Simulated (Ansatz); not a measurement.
System: zinc-blende BeTe. Method: HSE06 (Ansatz, an electronic-structure program, plane waves, PAW).

Run with plane-wave cutoff 460 eV, 8×8×8 k mesh, Fermi–Dirac smearing 0.01 eV, scalar-relativistic PAW data made under PBE.

A third-order Birch–Murnaghan fit to the energies gives V0 = 22.307 Å³/atom, B0 = 60.8 GPa, B′ = 3.9.

```csv
V (Å³/atom),P (GPa)
21.194,(withheld)
21.751,(withheld)
22.256,0.14
22.867,(withheld)
23.425,(withheld)
```

### Question
Estimate the withheld pressures from this fit; the answers are the runs' own values.

### Answer

- 21.194, P (GPa): 3.44
- 21.751, P (GPa): 1.61
- 22.867, P (GPa): -1.44
- 23.425, P (GPa): -2.70

The formula P = (3/2) B0 (x^(7/3) − x^(5/3)) [1 + (3/4)(B′ − 4)(x^(2/3) − 1)] with x = V0/V meets the computed pressures within 0.01 GPa when these rounded values are put in.

Measured, for comparison: bulk modulus 67 GPa (room temperature, no zero-point or thermal correction; as tabulated in Elmahjoubi et al. (2023), arXiv:2303.01780); equilibrium volume per atom 22.26 Å³/atom (temperature not stated, no zero-point or thermal correction; as tabulated in Bernardini et al. (2000), arXiv:cond-mat/0007180). Computed (rounded) less measured: bulk modulus -9 %, equilibrium volume per atom +0.2 %.

Spin–orbit coupling is not included.

Computed values are for the static lattice.
